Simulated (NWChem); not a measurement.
The numbers come from NWChem runs, not from measurements. System: C (+1), charge 1, spin multiplicity 2. Its SCF solution wasn't tested for a lower state. Level: UMP2/def2-TZVP, 1 core orbitals frozen.

Input file:

```
start mol
memory heap 200 mb stack 900 mb global 1100 mb
charge 1
geometry units angstroms nocenter noautoz
  C      0.000000     0.000000     0.000000
  symmetry group D2h
end
basis spherical
  * library def2-tzvp
end
scf
  uhf
  nopen 1
  maxiter 100
  thresh 1e-7
  semidirect memsize 60000000 filesize 0
  # guess.movecs holds the orbitals of an unrestricted PBE0 run
  vectors input guess.movecs output mol.movecs
end
mp2
  freeze core 1
end
task mp2 energy
```

Part of the output:

```
             Northwest Computational Chemistry Package (NWChem) 7.3.0
             --------------------------------------------------------

                                NWChem Input Module
                                -------------------

 Scaling coordinates for geometry "geometry" by  1.889725989
 (inverse scale =  0.529177249)

                             Geometry "geometry" -> ""
                             -------------------------

 Output coordinates in angstroms (scale by  1.889725989 to convert to a.u.)

  No.       Tag          Charge          X              Y              Z
 ---- ---------------- ---------- -------------- -------------- --------------
    1 C                    6.0000     0.00000000     0.00000000     0.00000000

 Effective nuclear repulsion energy (a.u.)       0.0000000000

            Nuclear Dipole moment (a.u.)
            ----------------------------
        X                 Y               Z
 ---------------- ---------------- ----------------
     0.0000000000     0.0000000000     0.0000000000

      Symmetry information
      --------------------

 Group name             D2h
 Group number             26
 Group order               8
 No. of unique centers     1

      Symmetry unique atoms

     1


 Summary of "ao basis" -> "" (spherical)
 ------------------------------------------------------------------------------
       Tag                 Description            Shells   Functions and Types
 ---------------- ------------------------------  ------  ---------------------
 *                         def2-tzvp                  on all atoms

 Summary of "ao basis" -> "ao basis" (spherical)
 ------------------------------------------------------------------------------
       Tag                 Description            Shells   Functions and Types
 ---------------- ------------------------------  ------  ---------------------
 C                         def2-tzvp                11       31   5s3p2d1f

                                 NWChem SCF Module
                                 -----------------

  ao basis        = "ao basis"
  functions       =    31
  atoms           =     1
  alpha electrons =     3
  beta  electrons =     2
  charge          =   1.00
  wavefunction    = UHF
  use symmetry    = T
  symmetry adapt  = T

 Summary of "ao basis" -> "ao basis" (spherical)
 ------------------------------------------------------------------------------
       Tag                 Description            Shells   Functions and Types
 ---------------- ------------------------------  ------  ---------------------
 C                         def2-tzvp                11       31   5s3p2d1f

      Symmetry analysis of basis
      --------------------------

        ag          9
        au          1
        b1g         2
        b1u         5
        b2g         2
        b2u         5
        b3g         2
        b3u         5

 Forming initial guess at       0.0s

   Symmetry analysis of molecular orbitals - initial alpha
   -------------------------------------------------------

  Numbering of irreducible representations:

     1 ag          2 au          3 b1g         4 b1u         5 b2g
     6 b2u         7 b3g         8 b3u

  Orbital symmetries:

     1 ag          2 ag          3 b2u         4 b3u         5 b1u
     6 ag          7 b2u         8 b3u         9 b1u        10 b3g
    11 b1g        12 ag         13 ag

   Symmetry analysis of molecular orbitals - initial beta
   ------------------------------------------------------
[...]
  Mulliken analysis of the total density
  --------------------------------------

    Atom       Charge   Shell Charges
 -----------   ------   -------------------------------------------------------
    1 C    6     5.00   0.87  1.10  0.86  1.05  0.12  0.51  0.44  0.06  0.00  0.00  0.00

  Mulliken analysis of the alpha density
  --------------------------------------

    Atom       Charge   Shell Charges
 -----------   ------   -------------------------------------------------------
    1 C    6     3.00   0.43  0.55  0.45  0.52  0.05  0.51  0.44  0.06  0.00  0.00  0.00

   Mulliken analysis of the beta density
   -------------------------------------

    Atom       Charge   Shell Charges
 -----------   ------   -------------------------------------------------------
    1 C    6     2.00   0.43  0.55  0.41  0.53  0.07  0.00  0.00  0.00  0.00  0.00  0.00

   Mulliken analysis of the spin density
   -------------------------------------

    Atom       Charge   Shell Charges
 -----------   ------   -------------------------------------------------------
    1 C    6     1.00  -0.00 -0.00  0.04 -0.01 -0.03  0.51  0.44  0.06  0.00  0.00  0.00

       Multipole analysis of the density wrt the origin
       ------------------------------------------------

     L   x y z        total         alpha         beta         nuclear
     -   - - -        -----         -----         ----         -------
     0   0 0 0      1.000000     -3.000000     -2.000000      6.000000

     1   1 0 0      0.000000     -0.000000      0.000000      0.000000
     1   0 1 0      0.000000     -0.000000      0.000000      0.000000
     1   0 0 1      0.000000      0.000000      0.000000      0.000000

     2   2 0 0     -2.323163     -1.369736     -0.953427      0.000000
     2   1 1 0      0.000000     -0.000000      0.000000      0.000000
     2   1 0 1      0.000000     -0.000000      0.000000      0.000000
     2   0 2 0     -3.411148     -2.549504     -0.861644      0.000000
     2   0 1 1      0.000000     -0.000000      0.000000      0.000000
     2   0 0 2     -2.323163     -1.369736     -0.953427      0.000000

                   NWChem MP2 Semi-direct Energy/Gradient Module
                   ---------------------------------------------

  Basis functions       =     31
  Molecular orbitals    =     31
  Frozen core           =      1
  Frozen virtuals       =      0
  Active alpha occupied =      2
  Active beta occupied  =      1
  Active alpha virtual  =     28
  Active beta virtual   =     29
  Use MO symmetry       = T
  Use skeleton AO sym   = T

  AO/Fock/Back tols     =   1.0D-09  1.0D-09  1.0D-09

 GA uses MA = F    GA memory limited = T

 Available:
  local mem=  1.26D+08
 global mem=  1.44D+08
 local disk=  0.00D+00
  mp2_memr nvloc                    28
  nvloc new                    28
   1 passes of   2:        3145728                       4759                     96132.
   1 passes of   2: M    126154738           G      144177278           F     123009010.

 Semi-direct pass number   1 of   1  for UHF alpha       at        0.2s
  vrange nnbf                   496
  mp2_eaftype                    10  avail_ma_in_mb                  1099
 EAF : mp2_eaftype filesize          10      48066.
  mp2_eaf for mointskh                     10
Node 0 wrote      0.2 Mb in      0.0 s     Agg I/O rate:  1365.2 Mb/s
 Done moints_semi at        0.3s
  mp2_eaftype                    10  avail_ma_in_mb                  1089
 EAF : mp2_eaftype filesize          10      48066.
  mp2_eaf for kh                    10
 Done maket at        0.3s
 Done multipass loop at        0.3s

 GA uses MA = F    GA memory limited = T

 Available:
  local mem=  1.26D+08
 global mem=  1.44D+08
 local disk=  0.00D+00
  mp2_memr nvloc                    29
  nvloc new                    29
   1 passes of   1:        3145728                       3409                     50599.
   1 passes of   1: M    126154738           G      144177278           F     123009010.

 Semi-direct pass number   1 of   1  for UHF beta        at        0.3s
  vrange nnbf                   496
  mp2_eaftype                    10  avail_ma_in_mb                  1099
 EAF : mp2_eaftype filesize          10      25299.
  mp2_eaf for mointskh                     10
Node 0 wrote      0.1 Mb in      0.0 s     Agg I/O rate:  1271.4 Mb/s
 Done moints_semi at        0.4s
  mp2_eaftype                    10  avail_ma_in_mb                  1089
 EAF : mp2_eaftype filesize          10      25299.
  mp2_eaf for kh                    10
 Done maket at        0.4s
 Done multipass loop at        0.4s

          -------------------------------------------
          SCF energy                 -37.295540817473
          Correlation energy          -0.049929221581
          Singlet pairs                0.000000000000
          Triplet pairs                0.000000000000
          Total MP2 energy           -37.345470039054
          -------------------------------------------

          ---------------------------------------------------
                    Spin Component Scaled (SCS) MP2
          Same spin pairs                     -0.003309150909
          Same spin scaling factor             0.333333333333
          Opposite spin pairs                 -0.046620070673
          Opposite spin scaling fact.          1.200000000000
          SCS-MP2 correlation energy          -0.057047135110
          Total SCS-MP2 energy               -37.352587952583
          ---------------------------------------------------

 -----------------------
 Performance information
 -----------------------

 Timer overhead =  2.13D-07 seconds/call

               Nr. of calls         CPU time (s)                 Wall time (s)                GFlops
             ---------------    -------------------     ------------------------------   -------------------
Name         Min   Avg   Max    Min     Avg     Max     Min     Avg     Max   Mx/calls   Min     Max     Sum
mp2: moin     2     2     2   0.21    0.21    0.21     0.21    0.21    0.21    0.10      0.0     0.0     0.0
mp2: make     2     2     2   2.13E-3 2.13E-3 2.13E-3  2.13E-3 2.13E-3 2.13E-3 1.06E-3   0.0     0.0     0.0
mp2: tota     1     1     1   0.27    0.27    0.27     0.27    0.27    0.27    0.27      0.0     0.0     0.0

 The average no. of pstat calls per process was 5.00D+00
 with a timing overhead of 1.07D-06s

 Task  times  cpu:        0.4s     wall:        0.4s

 Total times  cpu:        0.4s     wall:        0.4s
```
